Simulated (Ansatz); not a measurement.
# AlO2+ (triplet): the correlation ladder, cc-pVTZ

Aim: climb from Hartree-Fock through coupled cluster for AlO2+ (triplet) at one geometry and basis, and see what each rung misses.

The runs use Ansatz 0.2.0, Gaussian basis; cc-pVTZ, core rule «outside noble gas», up to 7 orbitals frozen.

To be run: UHF; CCSD(T) on ROHF; CCSD(T) on UHF; BCCD(T) on ROHF; CCSDT(Q) on ROHF; CCSDT(Q) on UHF.

9 further runs of the same task are left out: 4 for a known fault of the program, 5 set aside as unsound or not needed.

## 1. The system

The geometry is a PBE0/def2-TZVP stationary point (not a proven minimum) of the parent state, kept for this charge and spin.

3 atoms, charge 1, spin multiplicity 3.

Atoms are counted from 1 here; the program's logs count them from 0.

Bond lengths: Al1–O2 1.646 Å, Al1–O3 1.646 Å. Angles: O2–Al1–O3 180.0°.

As a file:

```xyz
3
AlO2
Al    0.0000    0.0000    0.0000
O     0.0000    0.0000   -1.6459
O     0.0000    0.0000    1.6459
```

## 2. UHF

in.yaml reads:

```yaml
crystal:
  periodic: [false, false, false]
  atoms:
    - {symbol: Al, position_ang: [0.000000, 0.000000, 0.000000]}
    - {symbol: O, position_ang: [0.000000, 0.000000, -1.645900]}
    - {symbol: O, position_ang: [0.000000, 0.000000, 1.645900]}
basis:
  gaussian: {orbitals: cc-pVTZ}
total_charge: 1
magnetization: {spin_polarized: true, initial_magnetization: 2}
hamiltonian: {xc: hf}
output: {orbitals: {seedname: orbitals}}
```

On the command line:

```
ansatz run in.yaml --threads 1 --pin off --events-out ev --progress --plain --max-ram 2560MiB --backend cpu
```

Further steps of the session: CCSD(T) on ROHF; CCSD(T) on UHF; BCCD(T) on ROHF; CCSDT(Q) on ROHF; CCSDT(Q) on UHF.

**Question.** What will the summary of the whole plan be? Wanted: UCCSDT(Q) below the RHF energy; RMP2 from UCCSDT(Q); UMP2 from UCCSDT(Q); RCCSD from UCCSDT(Q); RCCSD(T) from UCCSDT(Q); UCCSD(T) from UCCSDT(Q); RCCSDT(Q) from UCCSDT(Q); T1 diagnostic.

The runs gave:

| quantity | value |
| --- | --- |
| UCCSDT(Q) below the RHF energy | -12.5623 eV |
| RMP2 from UCCSDT(Q) | +23.70 kcal/mol |
| UMP2 from UCCSDT(Q) | +24.12 kcal/mol |
| RCCSD from UCCSDT(Q) | +10.21 kcal/mol |
| RCCSD(T) from UCCSDT(Q) | +1.24 kcal/mol |
| UCCSD(T) from UCCSDT(Q) | +1.21 kcal/mol |
| RCCSDT(Q) from UCCSDT(Q) | +0.14 kcal/mol |
| levels within 1 kcal/mol (43 meV) | RCCSDT, UCCSDT, RCCSDT(Q) |
| T1 diagnostic | 0.021 |

**Reading.** RCCSD(T) lands +1.24 kcal/mol from the yardstick (0.4 % of the correlation energy). These misses are within one basis, not against nature; the frozen cores of restricted and unrestricted runs differ, which can shift their rows.
